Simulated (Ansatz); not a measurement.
Input file:

```yaml
crystal:
  periodic: [false, false, false]
  atoms:
    - {symbol: Si, position_ang: [0.000000, -0.062715, 1.169246]}
    - {symbol: Al, position_ang: [0.000000, 0.010803, -1.250638]}
    - {symbol: H, position_ang: [0.000000, 1.458308, 0.898135]}
basis:
  gaussian: {orbitals: 6-31G}
magnetization: {spin_polarized: false}
correlation: {method: bccd_t, electrons: outside_noble_gas}
```

```sh
$ ansatz run in.yaml --threads 1 --pin off --events-out ev --progress --plain --max-ram 2393MiB
```

The program prints:

```
310 factors; integrals over basis functions are off by at most 2.1e-4 eV
mean field evaluation 1: about -14454.5287 eV, gradient 1.1e1 eV
mean field evaluation 2: about -14454.5303 eV, gradient 1.1e1 eV
mean field evaluation 4: about -14455.5131 eV, gradient 1.0e0 eV
mean field evaluation 8: about -14455.5269 eV, gradient 3.0e-3 eV
mean field evaluation 16: about -14456.0879 eV, gradient 1.1e0 eV
mean field evaluation 32: about -14455.5267 eV, gradient 7.9e-2 eV
mean field evaluation 64: about -14455.5269 eV, gradient 1.2e-4 eV
mean field evaluation 96: about -14455.5269 eV, gradient 1.8e-6 eV
mean field -14456.10781094 eV, -531.2521633501 hartree, gradient 8.1e-7 eV, S^2 0.000000; 7 other end points of the search recorded, 0 dependent functions left out; unrestricted orbitals would lower it
determinant -14456.10781094 eV, -531.2521633501 hartree, with singles and doubles -14458.64339221 eV, -531.3453442434 hartree
determinant -14455.52685711 eV, -531.2308136909 hartree, with singles and doubles -14458.85197218 eV, -531.3530094157 hartree
determinant -14456.10781094 eV, -531.2521633501 hartree, with singles and doubles -14458.66012818 eV, -531.3459592788 hartree
determinant -14455.52685711 eV, -531.2308136909 hartree, with singles and doubles -14458.85586077 eV, -531.3531523189 hartree
mean field evaluation 128: about -14455.5269 eV, gradient 2.4e-6 eV
10 core orbitals not correlated: weight in the atoms' cores, before any rotation towards them, 1.000 or more for the frozen orbitals, at most 0.000 for the correlated occupied ones
reference -14455.52685711 eV, -531.2308136909 hartree; 4, 4 occupied and 14, 14 virtual orbitals, 310 factors
second order -2.50803492 eV of doubles, -0.00000000 eV of singles
cycle   1  -3.29430634 eV  change    3.5e-2 eV  update   2.5e-2
cycle   2  -3.29771097 eV  change   -3.4e-3 eV  update   8.1e-3
cycle   3  -3.29732804 eV  change    3.8e-4 eV  update   2.7e-3
cycle   4  -3.29539435 eV  change    1.9e-3 eV  update   1.3e-3
cycle   5  -3.29482175 eV  change    5.7e-4 eV  update   1.0e-3
cycle   6  -3.29475890 eV  change    6.3e-5 eV  update   7.0e-4
cycle   7  -3.29475580 eV  change    3.1e-6 eV  update   4.0e-4
cycle   8  -3.29458539 eV  change    1.7e-4 eV  update   2.1e-4
cycle   9  -3.29441706 eV  change    1.7e-4 eV  update   9.4e-5
cycle  10  -3.29437266 eV  change    4.4e-5 eV  update   3.4e-5
cycle  11  -3.29436171 eV  change    1.1e-5 eV  update   1.2e-5
cycle  12  -3.29435851 eV  change    3.2e-6 eV  update   4.8e-6
perturbative correction -0.17031100 eV, -0.0062588140 hartree
Total energy: -14458.99152663 eV, -531.3581379472 hartree
```

Ran on 1 thread of Arm Neoverse V2, shared host: 0.54 s wall, 0.07 GiB peak host memory.
